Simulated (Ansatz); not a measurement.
# C₃H₅Cl₃: how energies converge with the basis set

An exercise on one series of results from a longer session: the logs are not shown, and one member is left open.

Computed with Ansatz 0.2.0, Gaussian basis. Level: one geometry, several basis sets.

Levels to be run: PBE0-D4/def2-SVP; ωB97M-V/def2-SVP; PBE0-D4/def2-QZVPP; ωB97M-V/def2-QZVPP; CCSD(T)/cc-pV(D+d)Z; CCSD(T)/cc-pV(T+d)Z; MP2/cc-pV(Q+d)Z; the functionals' def2-TZVPP values are taken from earlier runs.

## The geometry

An earlier PBE0-D4 in a triple-zeta def2 set relaxation fixed the geometry.

11 atoms, charge 0, spin multiplicity 1.

Atoms are counted from 1 here; the program's logs count them from 0.

Bond lengths: Cl1–C2 1.772 Å, C2–C3 1.510 Å, C2–H7 1.089 Å, C2–H8 1.090 Å, C3–Cl4 1.787 Å, C3–C5 1.516 Å, C3–H9 1.090 Å, C5–Cl6 1.782 Å, C5–H10 1.087 Å, C5–H11 1.090 Å. Angles: Cl1–C2–C3 112.3°, Cl1–C2–H7 107.3°, Cl1–C2–H8 107.8°, C3–C2–H7 109.2°, C3–C2–H8 110.7°, H7–C2–H8 109.6°, C2–C3–Cl4 110.6°, C2–C3–C5 112.4°, C2–C3–H9 110.3°, Cl4–C3–C5 106.7°, Cl4–C3–H9 106.4°, C5–C3–H9 110.2°, C3–C5–Cl6 111.0°, C3–C5–H10 110.2°, C3–C5–H11 111.2°, Cl6–C5–H10 107.3°, Cl6–C5–H11 107.8°, H10–C5–H11 109.3°.

The first run:

The input, in.yaml:

```yaml
crystal:
  periodic: [false, false, false]
  atoms:
    - {symbol: Cl, position_ang: [-2.696927, -0.675319, -0.040896]}
    - {symbol: C, position_ang: [-1.154644, 0.086812, -0.464651]}
    - {symbol: C, position_ang: [-0.007963, -0.445789, 0.360191]}
    - {symbol: Cl, position_ang: [0.333561, -2.148421, -0.062082]}
    - {symbol: C, position_ang: [1.276961, 0.325041, 0.130061]}
    - {symbol: Cl, position_ang: [1.134059, 1.998824, 0.724584]}
    - {symbol: H, position_ang: [-1.260755, 1.155726, -0.282587]}
    - {symbol: H, position_ang: [-0.978521, -0.087084, -1.526070]}
    - {symbol: H, position_ang: [-0.267839, -0.437348, 1.418853]}
    - {symbol: H, position_ang: [2.095967, -0.141313, 0.672455]}
    - {symbol: H, position_ang: [1.526111, 0.368882, -0.929839]}
basis:
  gaussian: {orbitals: def2-SVP}
hamiltonian: {xc: pbe0, dispersion: d4}
output: {orbitals: {seedname: orbitals}}
```

On the command line:

```sh
$ ansatz run in.yaml --threads 2 --pin off --events-out ev --progress --plain --max-ram 22528MiB --backend cpu
```

Among the steps run: PBE0-D4 in def2-SVP; ωB97M-V in def2-SVP; PBE0-D4 in def2-QZVPP; ωB97M-V in def2-QZVPP.

One table of the session follows, with a row left open; its other results are not shown here.

It belongs to the step «Density functionals: the series». 

```
functional       basis  HOMO (eV)  LUMO (eV)
   PBE0-D4    def2-SVP          ?          ?
   PBE0-D4  def2-TZVPP      -8.54       0.01
   PBE0-D4  def2-QZVPP      -8.59      -0.18
   ωB97M-V    def2-SVP     -10.60       2.67
   ωB97M-V  def2-TZVPP     -10.83       2.11
   ωB97M-V  def2-QZVPP     -10.89       1.59
```

Estimate the missing values for PBE0-D4, def2-SVP.

The run gave: HOMO (eV): -8.35; LUMO (eV): 0.43. In the column «HOMO (eV)» it is the highest.
